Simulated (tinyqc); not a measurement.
Stretching all distances: RHF, UHF, MP2, CISD and CCSD against full CI in the sto-6g basis, for LiH, spin multiplicity 1. Computed by the program tinyqc with PySCF. 

Geometry (angstrom):
```
atom       x       y       z
Li    0.0000  0.0000  0.0000
H     0.0000  0.0000  1.5730
```

All coordinates are multiplied by the scale. c0^2 is the weight of the RHF determinant in the lowest singlet FCI state (UHF is spin-contaminated and may lie near states of higher spin) and n(LUMO) the first natural occupation beyond the occupied space.

Full CI energy (hartree) and errors against it (kcal/mol):
```
scale   distance 1-2 (angstrom)     E(FCI)      RHF      UHF      MP2    CISD    CCSD  <S^2> UHF    c0^2  n(LUMO)
0.8600                   1.3528  -7.965250  11.0090  11.0090   3.7859  0.0063  0.0048     0.0000  0.9808   0.0308
1.0600                   1.6674  -7.970456  13.5702  13.5702   5.1113  0.0087  0.0068     0.0000  0.9719   0.0470
1.2500                   1.9663  -7.953011  18.2109  18.2109   7.5614  0.0126  0.0099     0.0000  0.9526   0.0805
1.4500                   2.2809  -7.928527  25.8200  19.9499  11.7237  0.0200  0.0162     0.5544  0.9118   0.1479
1.6500                   2.5955  -7.906465  36.7073  13.9859  17.7592  0.0325  0.0278     0.8109  0.8399   0.2633
1.8400                   2.8943  -7.891384  49.9232   8.3715  24.7492  0.0484  0.0431     0.9084  0.7501   0.4117
2.0400                   3.2089  -7.881758  65.3993   4.4877  31.6455  0.0645  0.0583     0.9557  0.6638   0.5698
```

UHF parts from RHF first at scale 1.45 of those listed, where <S^2> leaves zero. The weight c0^2 goes from 0.98 to 0.66 and n(LUMO) from 0.03 to 0.57: static correlation grows as the bonds break into open-shell fragments. The spread of the error along the curve, which distorts its shape, is CCSD 0.1, CISD 0.1, UHF 15.5, MP2 27.9, RHF 54.4 kcal/mol.
